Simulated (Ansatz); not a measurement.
# [BH4]− (SMILES [H][B-]([H])([H])[H]): levels of theory compared

Aim: a comparison of 6 runs (UHF/6-31G, BHLYP/6-31G, BLYP/3-21G, PBE0/6-31G, UPBE0/3-21G, r2SCAN0/3-21G) of [BH4]−. 

Program for the calculation: Ansatz 0.2.0.

## 1. The molecule

[BH4]− has 5 atoms, charge -1, and is taken as a singlet. SMILES: `[H][B-]([H])([H])[H]`. The H3–B1 distance was set to 1.843 Å, away from the relaxed value. At this shape a bond of the SMILES string is far longer than usual.

Bond lengths: B1–H2 1.229 Å, B1–H4 1.229 Å, B1–H5 1.229 Å. Angles: H2–B1–H4 109.5°, H2–B1–H5 109.5°, H4–B1–H5 109.5°.

## 2. A single-point energy at UHF/6-31G (run 1)

molecule.yaml

```yaml
crystal:
  periodic: [false, false, false]
  atoms:
    - {symbol: B, position_ang: [-0.577348, -0.006205, 0.210338]}
    - {symbol: H, position_ang: [-0.565468, -0.026595, 1.439508]}
    - {symbol: H, position_ang: [1.154650, 0.011840, -0.420810]}
    - {symbol: H, position_ang: [-1.164948, 1.001795, -0.177172]}
    - {symbol: H, position_ang: [-1.156278, -1.004895, -0.210302]}
basis:
  gaussian: {orbitals: 6-31G}
total_charge: -1
magnetization: {spin_polarized: true, initial_magnetization: 0}
hamiltonian: {xc: hf}
accuracy: high
```

Run with:

```sh
$ ansatz run molecule.yaml --threads 1 --pin off --max-ram 2610MiB --events-out events.jsonl --progress --plain --runs-dir runs
```

Log:

```text
Warning: RAYON_NUM_THREADS=1 ignored (pool sized by the plan → 1); use --threads N
Functional definition: HF
  name "HF"
  exchange = exact_x
  correlation = 0
414 factors; integrals over basis functions are off by at most 3.1e-9 eV
mean field evaluation 1: about -731.3282 eV, gradient 8.7e0 eV
mean field evaluation 2: about -731.3242 eV, gradient 8.7e0 eV
mean field evaluation 4: about -732.0673 eV, gradient 6.6e-1 eV
mean field evaluation 8: about -732.0716 eV, gradient 7.2e-7 eV
mean field -732.07160947 eV, -26.9031354320 hartree, gradient 1.6e-8 eV, S^2 0.000000; 0 other end points of the search recorded, 0 dependent functions left out
reference -732.07160947 eV, -26.9031354320 hartree; 5, 5 occupied and 12, 12 virtual orbitals, 414 factors
Total energy: -732.07160947 eV, -26.9031354320 hartree
```

It took 0.1 s on 1 thread of Arm Neoverse V2, shared host.

## 3. The energy at BHLYP/6-31G (run 2)

job.yaml

```yaml
crystal:
  periodic: [false, false, false]
  atoms:
    - {symbol: B, position_ang: [-0.577348, -0.006205, 0.210338]}
    - {symbol: H, position_ang: [-0.565468, -0.026595, 1.439508]}
    - {symbol: H, position_ang: [1.154650, 0.011840, -0.420810]}
    - {symbol: H, position_ang: [-1.164948, 1.001795, -0.177172]}
    - {symbol: H, position_ang: [-1.156278, -1.004895, -0.210302]}
basis:
  gaussian:
    orbitals: 6-31G
total_charge: -1
magnetization:
  spin_polarized: false
  initial_magnetization: 0
hamiltonian:
  xc: {name: BHLYP}
accuracy: high
```

Run with:

```sh
$ ansatz run job.yaml --threads 1 --pin off --max-ram 2610MiB --events-out events.jsonl --progress --plain --runs-dir runs
```

Log:

```text
Warning: RAYON_NUM_THREADS=1 ignored (pool sized by the plan → 1); use --threads N
Functional definition: BHLYP
  name "BHLYP"
  parameter a = 0.5
  exchange = (1 - a)*b88_x + a*exact_x
  correlation = lyp_c
414 factors; integrals over basis functions are off by at most 3.1e-9 eV
mean field evaluation 1: about -738.6624 eV, gradient 7.1e0 eV
mean field evaluation 2: about -738.8854 eV, gradient 3.4e0 eV
mean field evaluation 4: about -738.9334 eV, gradient 8.1e-2 eV
mean field evaluation 8: about -738.9241 eV, gradient 7.8e-4 eV
mean field -738.92408208 eV, -27.1549591557 hartree, gradient 4.4e-8 eV, S^2 0.000000; 0 other end points of the search recorded, 0 dependent functions left out
reference -738.92410046 eV, -27.1549598310 hartree; 5, 5 occupied and 12, 12 virtual orbitals, 414 factors
Total energy: -738.92410046 eV, -27.1549598310 hartree
```

It took 0.54 s on 1 thread of Arm Neoverse V2, shared host.

Run 3 isn't shown in full; the table further down has it.

## 4. A single-point energy at PBE0/6-31G (run 4)

molecule.yaml: that of step 2 with these lines changed.

```diff
@@ -9,6 +9,7 @@
 basis:
-  gaussian: {orbitals: 6-31G}
+  gaussian:
+    orbitals: 6-31G
+hamiltonian:
+  xc: {name: PBE0}
+accuracy: high
 total_charge: -1
-magnetization: {spin_polarized: true, initial_magnetization: 0}
-hamiltonian: {xc: hf}
-accuracy: high
```

Run with:

```sh
$ ansatz run molecule.yaml --threads 1 --pin off --max-ram 2610MiB --events-out events.jsonl --progress --plain --runs-dir runs
```

Log:

```text
Warning: RAYON_NUM_THREADS=1 ignored (pool sized by the plan → 1); use --threads N
Functional definition: PBE0
  name "PBE0"
  parameter a = 0.25
  parameter kappa = 0.804
  parameter beta = 0.06672455060314922
  exchange = (1 - a)*pbe_x(kappa = kappa, mu = beta*pi^2/3) + a*exact_x
  correlation = pbe_c(beta = beta)
414 factors; integrals over basis functions are off by at most 3.1e-9 eV
mean field evaluation 1: about -738.2296 eV, gradient 5.5e0 eV
mean field evaluation 2: about -738.3007 eV, gradient 4.4e0 eV
mean field evaluation 4: about -738.3854 eV, gradient 1.3e-1 eV
mean field evaluation 8: about -738.3745 eV, gradient 6.7e-4 eV
mean field -738.37446680 eV, -27.1347611666 hartree, gradient 3.3e-9 eV, S^2 0.000000; 0 other end points of the search recorded, 0 dependent functions left out
reference -738.37446825 eV, -27.1347612199 hartree; 5, 5 occupied and 12, 12 virtual orbitals, 414 factors
Total energy: -738.37446825 eV, -27.1347612199 hartree
```

It took 0.54 s on 1 thread of Arm Neoverse V2, shared host.

Run 5 isn't shown in full; the table further down has it.

## 5. A single-point energy at r2SCAN0/3-21G (run 6)

molecule.yaml: that of step 4 with these lines changed.

```diff
@@ -10,6 +10,6 @@
   gaussian:
-    orbitals: 6-31G
+    orbitals: 3-21G.json
+total_charge: -1
 hamiltonian:
-  xc: {name: PBE0}
+  xc: {name: r2SCAN0}
 accuracy: high
-total_charge: -1
```

The basis set 3-21G is read from a file made from the Basis Set Exchange's data (not shown).

Run with:

```sh
$ ansatz run molecule.yaml --threads 1 --pin off --max-ram 2610MiB --events-out events.jsonl --progress --plain --runs-dir runs
```

Log:

```text
Warning: RAYON_NUM_THREADS=1 ignored (pool sized by the plan → 1); use --threads N
Functional definition: r2SCAN0
  name "r2SCAN0"
[... 1 set-up line as earlier in the session ...]
  parameter k0 = 0.174
  parameter k1 = 0.065
  parameter a1 = 4.9479
  exchange = (1 - a)*r2scan_x(k0 = k0, k1 = k1, a1 = a1) + a*exact_x
  correlation = r2scan_c
338 factors; integrals over basis functions are off by at most 3.6e-9 eV
mean field evaluation 1: about -734.9679 eV, gradient 4.3e0 eV
mean field evaluation 2: about -735.0350 eV, gradient 2.7e0 eV
mean field evaluation 4: about -735.0685 eV, gradient 1.0e-1 eV
mean field evaluation 8: about -735.0447 eV, gradient 1.6e-3 eV
mean field evaluation 16: about -735.0447 eV, gradient 9.7e-9 eV
mean field -735.04469305 eV, -27.0123942382 hartree, gradient 9.7e-9 eV, S^2 0.000000; 0 other end points of the search recorded, 0 dependent functions left out
reference -735.04469336 eV, -27.0123942497 hartree; 5, 5 occupied and 12, 12 virtual orbitals, 338 factors
Total energy: -735.04469336 eV, -27.0123942497 hartree
```

Run time: 1.2 s. Hardware: 1 thread of Arm Neoverse V2, shared host; peak memory 0.12 GiB.

## 6. Overview of the runs

| run | level | energy (Eh) | wall time |
| --- | --- | --- | --- |
| 1 | UHF/6-31G | -26.903135 | 0.1 s |
| 2 | BHLYP/6-31G | -27.154960 | 0.54 s |
| 3 | BLYP/3-21G | -27.003708 | 0.53 s |
| 4 | PBE0/6-31G | -27.134761 | 0.54 s |
| 5 | UPBE0/3-21G | -26.990790 | 0.82 s |
| 6 | r2SCAN0/3-21G | -27.012394 | 1.2 s |

## 7. Summary of results

| quantity | value |
| --- | --- |
| run 6: total energy | -27.01239 Eh |

Totals of different functionals can't be ranked against each other. All runs together took 3.8 s, the longest 1.2 s.
